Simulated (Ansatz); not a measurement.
# C2H5Si+ (SMILES C=C[SiH2+]): single points off equilibrium

One table from this session's results is given with a row withheld; the runs are named, their logs left out.

The runs use Ansatz 0.2.0, Gaussian basis; single points in def2-TZVPP.

Cores are frozen in the correlated methods.

## Where the work starts

SMILES `C=C[SiH2+]`, 8 atoms, charge 1, spin multiplicity 1.

Atoms are counted from 1 here; the program's logs count them from 0.

Bond lengths: C1–C2 1.310 Å, C1–H4 1.079 Å, C1–H5 1.065 Å, C2–Si3 1.845 Å, C2–H6 1.101 Å, Si3–H7 1.411 Å, Si3–H8 1.426 Å. Angles: C2–C1–H4 123.2°, C2–C1–H5 123.6°, H4–C1–H5 113.2°, C1–C2–Si3 125.1°, C1–C2–H6 117.4°, Si3–C2–H6 117.5°, C2–Si3–H7 122.2°, C2–Si3–H8 119.3°, H7–Si3–H8 118.5°.

Geometry (Å):

```
C    -0.32720    1.29910   -0.32460
C    -0.56120    0.01770   -0.18840
Si    0.65410   -1.22310    0.43390
H    -1.06740    2.00150   -0.67410
H     0.60930    1.75400   -0.10020
H    -1.55700   -0.34950   -0.48090
H     1.96740   -0.86740    0.80610
H     0.26350   -2.59030    0.53800
```

The first run:

Input file run/in.yaml:

```yaml
crystal:
  periodic: [false, false, false]
  atoms:
    - {symbol: C, position_ang: [-0.327200, 1.299100, -0.324600]}
    - {symbol: C, position_ang: [-0.561200, 0.017700, -0.188400]}
    - {symbol: Si, position_ang: [0.654100, -1.223100, 0.433900]}
    - {symbol: H, position_ang: [-1.067400, 2.001500, -0.674100]}
    - {symbol: H, position_ang: [0.609300, 1.754000, -0.100200]}
    - {symbol: H, position_ang: [-1.557000, -0.349500, -0.480900]}
    - {symbol: H, position_ang: [1.967400, -0.867400, 0.806100]}
    - {symbol: H, position_ang: [0.263500, -2.590300, 0.538000]}
basis:
  gaussian: {orbitals: def2-TZVPP}
total_charge: 1
correlation: {method: ccsd_t}
output: {forces: true}
```

The command line of these runs was not kept.

Steps of the session up to this table: CCSD(T)/def2-TZVPP; PBE0-D4/def2-TZVPP; wB97M-V/def2-TZVPP; r2SCAN-D4/def2-TZVPP; PBE-D4/def2-TZVPP; CAM-B3LYP-D4/def2-TZVPP; revPBE-D4/def2-TZVPP.

One of the session's tables, all rows but one given; the rest of the session is left out.

| method | RMS force component (eV/Å) | angle to CCSD(T) forces (°) |
| --- | --- | --- |
| CCSD(T) | 1.075 | reference |
| PBE0-D4 | 0.969 | 9.7 |
| wB97M-V | 0.925 | 8.0 |
| r2SCAN-D4 | 0.990 | 6.9 |
| PBE-D4 | 1.036 | 9.5 |
| CAM-B3LYP-D4 | 0.911 | 11.0 |
| revPBE-D4 | ? | ? |

Q: Estimate the row for revPBE-D4 from the others.

The run gave: RMS force component (eV/Å): 1.067; angle to CCSD(T) forces (°): 8.2. In the column «RMS force component (eV/Å)» it lies between PBE-D4 (1.036) and CCSD(T) (1.075).
